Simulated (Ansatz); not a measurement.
# FH2Si: the cost of one run

Computed with Ansatz 0.2.0, Gaussian basis. Level: def2-QZVPP, all electrons in the functionals, frozen cores in the correlation of double hybrids and RPA.

Plan: PBE, BLYP, r2SCAN, B97M-V, PBE0, B3LYP, wB97M-V, B2PLYP, at charge 0, doublet; charge 0, quartet; charge 1, singlet; charge 1, triplet.

2 further runs of the same task are left out: 2 set aside as unsound or not needed.

### 1 The system

The geometry is a PBE0/def2-TZVP stationary point (not a proven minimum).

4 atoms, charge 0, spin multiplicity 2.

Atoms are counted from 1 here; the program's logs count them from 0.

Bond lengths: Si1–F2 1.599 Å, Si1–H3 1.463 Å, Si1–H4 1.463 Å. Angles: F2–Si1–H3 115.4°, F2–Si1–H4 115.4°, H3–Si1–H4 129.1°.

No dispersion term is added; B97M-V, wB97M-V hold VV10 nonlocal correlation. B3LYP takes the VWN-RPA correlation.

The geometry shown and the zero of energy belong to the point charge 0, doublet. The yardstick, UCCSD(T), and other wave-function levels (R restricted, U unrestricted, valence and pair active spaces) come from earlier runs.

### 2 PBE, charge 0, doublet

File in.yaml:

```yaml
crystal:
  periodic: [false, false, false]
  atoms:
    - {symbol: Si, position_ang: [0.000000, 0.000000, 0.593067]}
    - {symbol: F, position_ang: [0.000000, 0.000000, -1.006354]}
    - {symbol: H, position_ang: [0.000000, 1.321394, 1.221565]}
    - {symbol: H, position_ang: [0.000000, -1.321394, 1.221565]}
basis:
  gaussian: {orbitals: "def2-QZVPP.json"}
magnetization: {spin_polarized: true, initial_magnetization: 1}
hamiltonian: {xc: {name: PBE}}
output: {orbitals: {seedname: orbitals}}
```

Command:

```bash
> ansatz run in.yaml --threads 1 --pin off --events-out ev --progress --plain --max-ram 2393MiB
```

**Question.** How long does this run take on 1 thread of Arm Neoverse V2, shared host?

About 4.1 s.
